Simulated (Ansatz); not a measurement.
**AlH₅SSi: basis-set convergence**

How large a basis does AlH₅SSi need? Two functionals are run in growing sets.

Computed with Ansatz 0.2.0, Gaussian basis. Level: one geometry, several basis sets.

The runs, in order: PBE0-D4/def2-SVP; ωB97M-V/def2-SVP; PBE0-D4/def2-QZVPP; ωB97M-V/def2-QZVPP; the functionals' def2-TZVPP values are taken from earlier runs.

1 further run of the same task is left out (it didn't finish).

## 1. Structure used throughout

All runs share one geometry, relaxed beforehand with PBE0-D4 in a triple-zeta def2 set.

SMILES `[SiH3][AlH][SH]`, 8 atoms, charge 0, spin multiplicity 1.

Atoms are counted from 1 here; the program's logs count them from 0.

Bond lengths: Si1–Al2 2.447 Å, Si1–H4 1.489 Å, Si1–H5 1.491 Å, Si1–H6 1.491 Å, Al2–S3 2.185 Å, Al2–H7 1.585 Å, S3–H8 1.344 Å. Angles: Al2–Si1–H4 111.9°, Al2–Si1–H5 110.7°, Al2–Si1–H6 110.9°, H4–Si1–H5 108.0°, H4–Si1–H6 108.0°, H5–Si1–H6 107.2°, Si1–Al2–S3 116.7°, Si1–Al2–H7 125.6°, S3–Al2–H7 117.7°, Al2–S3–H8 94.3°.

Geometry (Å):

```xyz
8

Si   -0.98650    1.18478   -0.12775
Al    0.86080   -0.41872   -0.06302
S     0.37470   -2.44910    0.58167
H    -2.26109    0.58383    0.35302
H    -1.20667    1.67859   -1.51745
H    -0.68852    2.37384    0.72100
H     2.36615   -0.10852   -0.45028
H     1.63323   -2.90170    0.44689
```

## 2. PBE0-D4 in def2-SVP

in.yaml reads:

```yaml
crystal:
  periodic: [false, false, false]
  atoms:
    - {symbol: Si, position_ang: [-0.986498, 1.184784, -0.127749]}
    - {symbol: Al, position_ang: [0.860799, -0.418721, -0.063015]}
    - {symbol: S, position_ang: [0.374700, -2.449101, 0.581674]}
    - {symbol: H, position_ang: [-2.261088, 0.583826, 0.353021]}
    - {symbol: H, position_ang: [-1.206670, 1.678588, -1.517446]}
    - {symbol: H, position_ang: [-0.688524, 2.373842, 0.721001]}
    - {symbol: H, position_ang: [2.366153, -0.108521, -0.450278]}
    - {symbol: H, position_ang: [1.633230, -2.901697, 0.446892]}
basis:
  gaussian: {orbitals: def2-SVP}
hamiltonian: {xc: pbe0, dispersion: d4}
output: {orbitals: {seedname: orbitals}}
```

Run with:

```bash
$ ansatz run in.yaml --threads 2 --pin off --events-out ev --progress --plain --max-ram 4352MiB
```

The runs that follow: ωB97M-V in def2-SVP; PBE0-D4 in def2-QZVPP; ωB97M-V in def2-QZVPP.

**Question.** What will the summary of the whole plan be? Wanted: PBE0-D4: double and triple zeta above quadruple; ωB97M-V: double and triple zeta above quadruple.

**Answer**, as computed:

| quantity | value |
| --- | --- |
| PBE0-D4: double and triple zeta above quadruple | 9.67, 0.79 eV |
| ωB97M-V: double and triple zeta above quadruple | 9.67, 0.76 eV |

**Reading.** PBE0-D4 gains 8.88 eV from double to triple zeta, then 0.79 eV more. Total energies overstate the basis error of differences, where much of it tends to cancel.
